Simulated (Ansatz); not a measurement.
Saddle point of C2H4F, doublet (C₂H₃F (C=CF) + H → C₂H₄F ([CH3][CH][F]); bonds formed: C1–H4), PBE0-D4/def2-TZVP structure:

```json
{"atom": "C1", "x (Å)": "0.1845", "y (Å)": "-0.3643", "z (Å)": "0.4301"}
{"atom": "C2", "x (Å)": "-0.0054", "y (Å)": "-0.0837", "z (Å)": "-0.8506"}
{"atom": "F3", "x (Å)": "0.8444", "y (Å)": "0.6779", "z (Å)": "-1.5403"}
{"atom": "H4", "x (Å)": "-0.7385", "y (Å)": "1.2347", "z (Å)": "1.5249"}
{"atom": "H5", "x (Å)": "-0.5119", "y (Å)": "-1.0183", "z (Å)": "0.9354"}
{"atom": "H6", "x (Å)": "1.0793", "y (Å)": "-0.0468", "z (Å)": "0.9491"}
{"atom": "H7", "x (Å)": "-0.8525", "y (Å)": "-0.3996", "z (Å)": "-1.4485"}
```

Energies are electronic, without zero-point energy. Barriers and step energies count from the start structure reached by relaxing down the imaginary mode; all methods use the PBE0-D4 structures, on which another method's saddle can fall below an end. Computed with Ansatz 0.2.0 (basis: def2-TZVPP, with def2-QZVPP for the basis limit); correlated methods freeze the cores; orbitals are unrestricted. B3LYP uses VWN-RPA correlation. Extrapolation: Hartree–Fock as exp(−7.88 √X), correlation as X^−2.97.

```json
{"method": "SPW92", "barrier (eV)": "-0.147", "step energy (eV)": "-1.944"}
{"method": "PBE-D4", "barrier (eV)": "?", "step energy (eV)": "-1.784"}
{"method": "BLYP-D4", "barrier (eV)": "-0.041", "step energy (eV)": "-1.751"}
{"method": "r2SCAN-D4", "barrier (eV)": "-0.069", "step energy (eV)": "-1.980"}
{"method": "B97M-V", "barrier (eV)": "0.071", "step energy (eV)": "-1.845"}
{"method": "PBE0-D4", "barrier (eV)": "0.042", "step energy (eV)": "-1.910"}
{"method": "B3LYP-D4", "barrier (eV)": "-0.006", "step energy (eV)": "-1.867"}
{"method": "r2SCAN0-D4", "barrier (eV)": "?", "step energy (eV)": "-2.074"}
{"method": "BHLYP-D4", "barrier (eV)": "0.031", "step energy (eV)": "-1.986"}
{"method": "CAM-B3LYP-D4", "barrier (eV)": "?", "step energy (eV)": "-1.919"}
{"method": "wB97X-V", "barrier (eV)": "0.104", "step energy (eV)": "-1.896"}
{"method": "wB97M-V", "barrier (eV)": "0.107", "step energy (eV)": "-1.813"}
{"method": "B2PLYP", "barrier (eV)": "0.069", "step energy (eV)": "-1.809"}
{"method": "PBE-QIDH", "barrier (eV)": "0.108", "step energy (eV)": "-1.899"}
{"method": "RPA on PBE", "barrier (eV)": "0.128", "step energy (eV)": "-1.751"}
{"method": "HF", "barrier (eV)": "0.168", "step energy (eV)": "-1.782"}
{"method": "MP2", "barrier (eV)": "0.323", "step energy (eV)": "-1.637"}
{"method": "CCSD", "barrier (eV)": "0.108", "step energy (eV)": "-1.847"}
{"method": "CCSD(T)", "barrier (eV)": "0.102", "step energy (eV)": "-1.771"}
```

Fill in the withheld barriers. (To be estimated.)

Computed: CAM-B3LYP-D4 0.016; r2SCAN0-D4 -0.055; PBE-D4 0.009 eV. Each is the energy of the saddle less that of the start structure, by the same method.

For comparison, the barrier by CCSD(T) at an estimated basis limit (MP2 extrapolated from triple and quadruple zeta, plus CCSD(T) − MP2 in triple zeta) is 0.094 eV.

The T1 diagnostic stays at or below 0.029. ⟨S²⟩ of the unrestricted Hartree–Fock references: 0.75 to 0.89 (a pure state has 0.75). The unrestricted reference is spin-contaminated, which hurts MP2 most.

Labels in which every atom is bracketed show which atoms are joined, not bond orders.

For scale, one of the runs: CCSD(T)/def2-TZVPP, 149 basis functions, launched by `ansatz run in.yaml --threads 2 --pin off --events-out ev --progress --plain --max-ram 4352MiB`. Time: 70 s of wall clock on 2 CPU threads of an Arm Neoverse V2; the host was shared. Peak host memory: 2.4 GiB.
